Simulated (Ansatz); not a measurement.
# C₆H₆: one species, many methods

How much do the methods differ for C₆H₆? The plan is to run it at one geometry with functionals of several rungs and with coupled cluster, and see how far each lands from CCSD(T) at the basis-set limit for the atomisation energy.

The runs use Ansatz 0.2.0, Gaussian basis; functionals in def2-TZVPP, the program's frozen cores in correlated methods.

Levels to be run: LDA (SPW92), PBE-D4, revPBE-D4, BLYP-D4, r2SCAN-D4, B97M-V, PBE0-D4, B3LYP-D4, r2SCANh-D4, r2SCAN0-D4, HSE06-D4, BHLYP-D4, CAM-B3LYP-D4, LC-ωPBE, ωB97X-V, ωB97M-V, B2PLYP, PBE-QIDH; CCSD(T)/def2-SVP; CCSD(T)/def2-TZVPP; MP2/def2-QZVPP; extrapolation to the limit; RPA on PBE.

## 1. Structure used throughout

All runs share one geometry, relaxed beforehand with PBE0-D4 in a triple-zeta def2 set.

SMILES `C12C3C1C1C2C31`, 12 atoms, charge 0, spin multiplicity 1.

Atoms are counted from 1 here; the program's logs count them from 0.

Bond lengths: C1–C2 1.512 Å, C1–C3 1.512 Å, C1–C5 1.547 Å, C1–H7 1.081 Å, C2–C3 1.512 Å, C2–C6 1.547 Å, C2–H8 1.081 Å, C3–C4 1.547 Å, C3–H9 1.081 Å, C4–C5 1.512 Å, C4–C6 1.512 Å, C4–H10 1.081 Å, C5–C6 1.512 Å, C5–H11 1.081 Å, C6–H12 1.081 Å. Angles: C2–C1–C3 60.0°, C2–C1–C5 90.0°, C2–C1–H7 129.4°, C3–C1–C5 90.0°, C3–C1–H7 129.4°, C5–C1–H7 132.8°, C1–C2–C3 60.0°, C1–C2–C6 90.0°, C1–C2–H8 129.4°, C3–C2–C6 90.0°, C3–C2–H8 129.4°, C6–C2–H8 132.8°, C1–C3–C2 60.0°, C1–C3–C4 90.0°, C1–C3–H9 129.4°, C2–C3–C4 90.0°, C2–C3–H9 129.4°, C4–C3–H9 132.8° and more.

## 2. LDA

This LDA is Slater exchange with PW92 correlation.

in.yaml

```yaml
crystal:
  periodic: [false, false, false]
  atoms:
    - {symbol: C, position_ang: [-0.834175, -0.779334, -0.228605]}
    - {symbol: C, position_ang: [0.569451, -0.663472, -0.777682]}
    - {symbol: C, position_ang: [0.352103, -0.870246, 0.703897]}
    - {symbol: C, position_ang: [0.306636, 0.662584, 0.911165]}
    - {symbol: C, position_ang: [-0.879613, 0.753510, -0.021375]}
    - {symbol: C, position_ang: [0.524030, 0.869359, -0.570406]}
    - {symbol: H, position_ang: [-1.597188, -1.514530, -0.443157]}
    - {symbol: H, position_ang: [1.082095, -1.293386, -1.491221]}
    - {symbol: H, position_ang: [0.667226, -1.688075, 1.336816]}
    - {symbol: H, position_ang: [0.578547, 1.300057, 1.740878]}
    - {symbol: H, position_ang: [-1.685764, 1.473607, -0.039136]}
    - {symbol: H, position_ang: [0.993551, 1.694727, -1.087175]}
basis:
  gaussian: {orbitals: def2-TZVPP}
hamiltonian: {xc: lda}
output: {orbitals: {seedname: orbitals}}
```

On the command line:

```bash
ansatz run in.yaml --threads 4 --pin off --events-out ev --progress --plain --max-ram 10444MiB
```

After this run come: PBE-D4 (GGA); revPBE-D4 (GGA); BLYP-D4 (GGA); r2SCAN-D4 (meta-GGA); B97M-V (meta-GGA); PBE0-D4 (hybrid); B3LYP-D4 (hybrid); r2SCANh-D4 (hybrid); r2SCAN0-D4 (hybrid); HSE06-D4 (hybrid); BHLYP-D4 (hybrid); CAM-B3LYP-D4 (range-separated); LC-ωPBE (range-separated); ωB97X-V (range-separated); ωB97M-V (range-separated); B2PLYP (double hybrid); PBE-QIDH (double hybrid); CCSD(T) in def2-SVP; CCSD(T) in def2-TZVPP; MP2 in def2-QZVPP; RPA on PBE orbitals.

Before running them: what should the planned runs give, taken together? Wanted: atomisation energy, CCSD(T)/CBS; farthest beyond LDA; mean size of error, GGA; mean size of error, meta-GGA; mean size of error, hybrid; mean size of error, range-separated; mean size of error, double hybrid; gap, smallest and largest; T1 diagnostic.

**Answer**, as computed:

| quantity | value |
| --- | --- |
| atomisation energy, CCSD(T)/CBS | 54.141 eV |
| functionals within 0.271 eV (0.5 %) | BLYP-D4, B3LYP-D4, r2SCANh-D4, r2SCAN0-D4, CAM-B3LYP-D4 |
| farthest beyond LDA | PBE-D4 (+2.461 eV) |
| mean size of error, GGA | 1.206 eV |
| mean size of error, meta-GGA | 0.501 eV |
| mean size of error, hybrid | 0.877 eV |
| mean size of error, range-separated | 0.606 eV |
| mean size of error, double hybrid | 0.634 eV |
| gap, smallest and largest | 6.04 eV (LDA (SPW92)), 13.23 eV (LC-ωPBE) |
| T1 diagnostic | 0.0085 |
| triples share of the correlation energy | 4.8 % |

The LDA atomisation energy is off by 9.560 eV (18 %): it overbinds. PBE-D4 misses by +2.461 eV. Double hybrids carry the basis error of their MP2 part in triple zeta, and no dispersion term here, so their miss is partly the set-up's. Taken by rung, meta-GGA functionals do best (0.501 eV on average) and GGA ones worst beyond LDA (1.206 eV). The gap between the best rungs is small, so their order is not settled. The reference freezes the cores and leaves out relativity and excitations past (T), so misses under about 0.271 eV can't be ranked. Hartree-Fock recovers 72 % of the binding; the rest is correlation. CCSD(T) in def2-SVP is off by -1.906 eV, which most functionals beat. The gap grows from 6.0 to 13.2 eV across the functionals, mostly with the share of exact exchange.
